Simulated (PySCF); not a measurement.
Compound: C5H10Cl (doublet state).
Structure used (GFN2-xTB), in Å, numbered top down from 1:
```
atom  x, y, z in Å
C1    -0.477    1.284    0.593
C2    -0.347    0.088   -0.345
C3    -1.623   -0.746   -0.333
C4     0.861   -0.800    0.059
C5     2.155   -0.097    0.028
Cl6    2.813    0.364   -1.468
H7    -1.335    1.892    0.313
H8    -0.612    0.949    1.619
H9     0.413    1.907    0.546
H10   -0.169    0.453   -1.361
H11   -2.475   -0.139   -0.634
H12   -1.815   -1.130    0.667
H13   -1.544   -1.588   -1.016
H14    0.694   -1.179    1.069
H15    0.883   -1.647   -0.634
H16    2.572    0.398    0.885
```

The hyperfine couplings belong to this conformer and change with its torsions.

Identity: `CC(C)C[CH]Cl` [radical].

Method: UKS B3LYP, pcH-1 on C Cl H, non-relativistic, mean-field spin-orbit, GIAO (PySCF). One conformer (not necessarily the lowest) at the GFN2-xTB geometry, without solvent, vibrations or thermal averaging. The geometry wasn't refined by DFT: couplings that depend on bond lengths, twists or pyramidal angles can differ widely from those at the functional's own minimum. Stability of the SCF solution: not tested.

Problem. Break the g tensor into its mass correction, gauge correction and orbital-Zeeman/spin–orbit terms.

Solution. 
```csv
Δg (ppt),1,2,3
relativistic mass correction,-0.18,-0.18,-0.18
gauge correction,0.00,0.02,0.03
orbital Zeeman/spin–orbit,-0.49,5.18,7.04
total,-0.67,5.03,6.89
```

So g = 2.00165, 2.00735, 2.00921 and g_iso = 2.00607; the tensor is rhombic: the two nearest values differ by 25 % of g3 − g1. Axes: g2 points within 14° of the C5–Cl6 bond.

Problem. What effective moment and Curie constant follow for a powder?

Solution. With the mean of g² = 4.0243 and S(S+1) = 0.75: μ_eff = √(⟨g²⟩S(S+1)) = 1.737 μB and χT = 0.12505·⟨g²⟩·S(S+1) = 0.377 cm³ K/mol (cgs; spin-Hamiltonian part alone).

Problem. At 93.982 GHz, how far is the centre of the isotropic spectrum from where a free electron (g = 2.002319) resonates?

Solution. B = hν/(g μB) with μB/h = 13.99624 MHz/mT gives 3353.51 mT for the free electron and 3347.24 mT at g_iso, 6.27 mT lower.

Problem. How much does each term add to the isotropic shift?

Solution. The orbital-Zeeman/spin–orbit term 3.91, the mass correction -0.18 and the gauge correction 0.02 ppt, for a total of 3.75 ppt. The orbital-Zeeman/spin–orbit term is the largest in size. The mass correction is the same along every axis, so the anisotropy comes from the other two: their spans along these axes are 0.03 (gauge) and 7.53 ppt (orbital Zeeman/spin–orbit).

Problem. In a frozen sample, at which fields do the three g values resonate at 9.5, 34, 94 and 263 GHz (hyperfine left aside), and which band first spreads them over more than twice a line width of 1.0 mT?

Solution. 
```tsv
band	GHz	B(g3) mT	B(g2) mT	B(g1) mT	spread mT
X	9.5	337.82	338.13	339.10	1.28
Q	34.0	1209.04	1210.17	1213.61	4.57
W	94.0	3342.65	3345.75	3355.27	12.62
J	263.0	9352.32	9360.99	9387.63	35.31
```

The spread grows in proportion to the frequency. Q band is the first where it exceeds 2.0 mT.

The largest Mulliken spin populations are on C5 (+0.94), Cl6 (+0.09) and C4 (-0.08). C5 is the only atom above +0.15. The positive populations add up to 1.12 and the negative ones to -0.12, together 2S = 1. The angles at C5 add up to 357.5°, so it is nearly planar; its axial dipolar tensor and the negative coupling of its proton fit spin in a p orbital normal to that plane.

The HOMO–LUMO gaps are 6.60 eV among the α and 6.59 eV among the β orbitals.

The run took 61 s (grids of density and orbitals included) on one thread of an Arm Neoverse V2, shared host with 96 logical CPUs at a one-minute load of 63, and the process peaked at 0.96 GiB of memory.
